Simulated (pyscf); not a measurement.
`[SiH3][Si]([SiH3])=[Si]([SiH3])[SiH3]` + `[SiH3][SiH3]` -> `[SiH3][SiH2][Si]([SiH3])([SiH3])[SiH]([SiH3])[SiH3]`, an addition across a multiple bond or ene-type step (singlet surface; H–Si broken, Si–Si, H–Si formed). Optimised with ωB97X-D3(BJ)/def2-SVP in PySCF. Energies in kcal/mol from the separated reactants.

Small-basis levels: PySCF, no dispersion term, spherical d functions. 

Question: In single points B3LYP/6-31G* puts the saddle at 28.7 kcal/mol and the reaction energy at -34.7 kcal/mol. Should these be trusted to within a few kcal/mol? Compare with ωB97M-D3(BJ)/def2-TZVP.

Answer: ωB97M-D3(BJ)/def2-TZVP gives ΔE‡ = 10.8 kcal/mol and ΔE = -45.0 kcal/mol. B3LYP/6-31G* lies 17.9 kcal/mol over it in the barrier and 10.3 kcal/mol over it in the reaction energy, so on this step it does not hold to within 3.0 kcal/mol. ωB97M-D3(BJ)/def2-TZVP has limits of its own. On the reactant side the descent ends in a complex (not fully relaxed), 7.7 kcal/mol under the separated species and 16.0 kcal/mol under the saddle at ωB97X-D3(BJ)/def2-TZVP. At the saddle there is also a short Si–Si contact that neither side keeps. At ωB97X-D3(BJ)/def2-TZVP the barrier from the zero used here is 8.3 kcal/mol. H₃Si–Si(SiH₃)=Si(SiH₃)–SiH₃ lies 24.1 kcal/mol over its isomer cyclic H₁₂Si₆ (SMILES [SiH3][SiH2][SiH]1[SiH2][SiH2][SiH2]1) (electronic energy, ωB97M-D3(BJ)/def2-TZVP). One saddle was located; it need not be the lowest between these sides.
